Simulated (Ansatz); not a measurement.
**Multireference treatment of C2H3Cl, singlet**

Computed with Ansatz's Gaussian-basis code (development build); CASPT2, NEVPT3, NEVPT4(SD) by development code. Basis cc-pVDZ on C/H, cc-pV(D+d)Z on Cl, nonrelativistic, 7 orbitals frozen in the corrections. State-specific CASSCF; RHF is the lowest restricted (open-shell) Hartree–Fock solution met. No symmetry is imposed, so a solution can break that of the shape. The lowest solution met needn't be the lowest there is, nor hold the orbitals that a chemist would pick.

Geometry:

```xyz
6

C     0.0000   -0.5047   -0.5629
C     0.0000    0.2837   -1.6358
Cl    0.0000    0.1005    1.0582
H     0.0000   -1.5868   -0.6147
H     0.0000    1.3643   -1.5583
H     0.0000   -0.1608   -2.6241
```

(1) What do CASSCF and its corrections give against RHF in CAS(4,3), and what are the occupations?

(2) How do single-reference totals in the same basis and frozen core stand against SC-NEVPT2 in CAS(4,3)?

(3) Roughly how much CPU time does a whole run from the default start take (median of such runs, summed over threads; nearly all runs on one pinned thread of a shared server, mostly Xeon at 2.3 to 2.6 GHz, by a development driver)?

Results:

(1) CASSCF -0.791 eV, SC-NEVPT2 -11.146 eV, FIC-NEVPT2 -11.153 eV, NEVPT3 -12.015 eV, NEVPT4(SD) -12.357 eV, CASPT2 (IPEA 0) -11.174 eV; occupations 2.00, 1.91, 0.09. The MRCI reference weight is 0.883.

(2) CCSD(T) -1.320 eV, CCSDT -1.340 eV. Coupled cluster stands on the determinant that it favours, which can lie over the RHF solution above, and is in doubt where the occupations are far from 0, 1 and 2.

(3) CAS(4,3): about 2.6 s. Other jobs ran beside these, and the count of passes differs.
